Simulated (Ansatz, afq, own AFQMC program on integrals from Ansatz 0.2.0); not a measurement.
**BH$_{4}$⁺, singlet in cc-pVDZ, levels against full CI**

```xyz
5

B    -0.0001   -0.0047    0.0047
H    -0.0157    0.8567    0.8546
H    -0.0197   -0.7857    0.7961
H     0.0212    0.8453   -0.8564
H     0.0155   -0.8661   -0.8451
```

Basis cc-pVDZ. Only valence electrons are correlated. Integrals, coupled cluster, full CI and functionals: Ansatz 0.2.0; the random walks run on the same integrals in our own AFQMC program. The CISD trial takes its coefficients from CCSD amplitudes. Released means that phaseless walkers are propagated on without the constraint, phases kept. Uncertainties: one standard error, sampling alone.

Determinant: RHF, the one that the program's search chose, which needn't be the lowest solution. The geometry is a point of a scan.

Full CI on the same integrals is exact in this basis and with this determinant's frozen core.

Cautions: the ph-AFQMC/CISD walk drifts between its halves (2.0 errors).

* T1 diagnostic: 0.0070
* weight of the determinant in the CISD state: 0.928
* size of the correlated space: 6 electrons in 33 orbitals

```tsv
level	correlation energy (eV)
MP2	-2.8829
CCSD	-3.5799
CCSD(T)	-3.6507
```

Question: Estimate where full CI lies against CCSD(T) on the same integrals.

Answer: 1.8 kJ/mol below CCSD(T).

Reference: full CI, correlation energy -3.670 eV. The released energy is read at 2.40 1/Eh (meV from the phaseless value at times in 1/Eh: -3 ± 3 at 0.24, -9 ± 4 at 0.51, -7 ± 3 at 0.99, -7 ± 3 at 1.62, -5 ± 5 at 2.40).

```json
{"level": "CCSD(T)", "E − E(reference) (kJ/mol)": "1.8", "share of correlation (%)": "99.48"}
{"level": "CCSDT", "E − E(reference) (kJ/mol)": "0.5", "share of correlation (%)": "99.87"}
{"level": "CCSDT(Q)", "E − E(reference) (kJ/mol)": "0.1", "share of correlation (%)": "99.97"}
{"level": "ph-AFQMC/CISD", "E − E(reference) (kJ/mol)": "0.3 ± 0.3", "share of correlation (%)": "99.91"}
{"level": "released AFQMC", "E − E(reference) (kJ/mol)": "-0.2 ± 0.5", "share of correlation (%)": "100.06"}
```

CCSDT and higher add their correlation energy to the determinant of the CCSD(T) run, since their own runs factorise the integrals more tightly (a shift of under 2 meV). A walk keeps the symmetry of its determinant, which the program's search chose and which needn't be the lowest solution, so a lower state of the same spin and another symmetry isn't excluded. Released energies are given only where the last usable release times agree within the noise; a slower fall can still hide under it.
